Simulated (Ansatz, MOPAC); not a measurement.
Process, species as SMILES: O (H2O) -> [OH] (HO) + H atom (the H-O bond breaks)

Wanted: bond dissociation energy (enthalpy at 298 K), in kcal/mol. Set-up: non-relativistic; open shells spin-unrestricted; spin-orbit terms left out; no dispersion term unless named; 6-31G* and kin with 6d, 5d where marked. First-principles rows: single points at B3LYP-D3(BJ) geometries (Ansatz, a program for electronic structure), with unscaled harmonic terms from B3LYP/6-31G* at its own minima. Semi-empirical rows: MOPAC heats of formation at their own minima for 298 K.

```json
[
 {"species": "O (H2O)", "coefficient": "-1", "E at HF/6-31G* (Ansatz), Eh": "-76.01026", "E at B3LYP/def2-TZVPD (Ansatz), Eh": "-76.46681", "H(298 K) - E, kcal/mol": "15.65", "heat of formation at PM3 (MOPAC), kcal/mol": "-53.43"},
 {"species": "[OH] (HO)", "coefficient": "+1", "E at HF/6-31G* (Ansatz), Eh": "-75.38195", "E at B3LYP/def2-TZVPD (Ansatz), Eh": "-75.77033", "H(298 K) - E, kcal/mol": "7.28", "heat of formation at PM3 (MOPAC), kcal/mol": "2.84"},
 {"species": "H atom", "coefficient": "+1", "E at HF/6-31G* (Ansatz), Eh": "-0.49823", "E at B3LYP/def2-TZVPD (Ansatz), Eh": "-0.50215", "H(298 K) - E, kcal/mol": "1.48", "heat of formation at PM3 (MOPAC), kcal/mol": "52.10"}
]
```

Measured values: Active Thermochemical Tables 1.112 (ions: stationary electron), as tabulated in the package chemicals; G2/97 table in ASE (Curtiss et al.), the entry of HO doubted and unchecked; they hold spin-orbit and core effects, anharmonicity.  Value to compare with, the measured value: 119.3 kcal/mol. 1 Eh = 627.5095 kcal/mol.

Problem. Work the quantity out at each level, and compare with the measured value.

Solution. 
- HF/6-31G*: the sum of coefficient times E is 0.13008 Eh, or 81.63 kcal/mol; the thermal terms add -6.89. Result: 74.7 kcal/mol. Its error against the measured value is -44.6 kcal/mol.
- B3LYP/def2-TZVPD: the sum of coefficient times E is 0.19433 Eh, or 121.94 kcal/mol; the thermal terms add -6.89. Result: 115.1 kcal/mol. Its error against the measured value is -4.2 kcal/mol.
- PM3: the sum of coefficient times heat of formation is 108.37 kcal/mol; it needs no thermal term. Its error against the measured value is -10.9 kcal/mol.
